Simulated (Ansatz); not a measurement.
Structure relaxation of W2N3

All numbers below come from Ansatz 0.2.0, DFT r2SCAN, scalar-relativistic, plane waves, PAW. Cutoff 500 eV, Γ-centred k mesh, Gaussian smearing, no spin polarisation in the final step.

This is the end of a relaxation of cell and atoms.

```
CELL_PARAMETERS angstrom
2.49566 -4.29567 0.00000
2.49566 4.29567 0.00000
-1.68027 0.00000 5.07048
ATOMIC_POSITIONS crystal
W 0.00624 0.66927 0.00894
W 0.32277 0.32277 0.98444
W 0.66927 0.00624 0.00894
W 0.50822 0.50822 0.52169
N 0.90610 0.90610 0.75013
N 0.25519 0.58813 0.74744
N 0.58813 0.25519 0.74744
N 0.41943 0.73558 0.25025
N 0.09640 0.09640 0.25247
N 0.73558 0.41943 0.25025
```

Formation energies are uncorrected and refer to the elements' standard structures at the same level (N₂ as a molecule).

(1) What space group does it have?

(2) What is its formation energy per atom?

(3) Is it a metal?

Results:

(1) Cm (No. 8). Conventional cell: a = 4.991 Å, b = 8.591 Å, c = 5.342 Å, β = 108.3°. W on Wyckoff site b (2 atoms of the primitive cell) is coordinated by 6 N at 2.08–2.12 Å; W on Wyckoff site a (1 atom of the primitive cell) is coordinated by 6 N at 2.06–2.08 Å; W on Wyckoff site a (1 atom of the primitive cell) has 6 N at 1.98–2.11 Å; N on Wyckoff site a (1 atom of the primitive cell) has 4 W at 1.98–2.10 Å.

(2) -0.56 eV/atom.

(3) Yes, bands cross the Fermi level on the 10×10×8 mesh.

The final run used a 10×10×8 mesh on its 10-atom cell and 0.10 eV smearing. For metals, differences of a few meV/atom aren't resolved. Spin–orbit coupling is left out.

Cost: 2 runs of about 29 core-minutes in all, on Arm Neoverse V2 (shared hosts).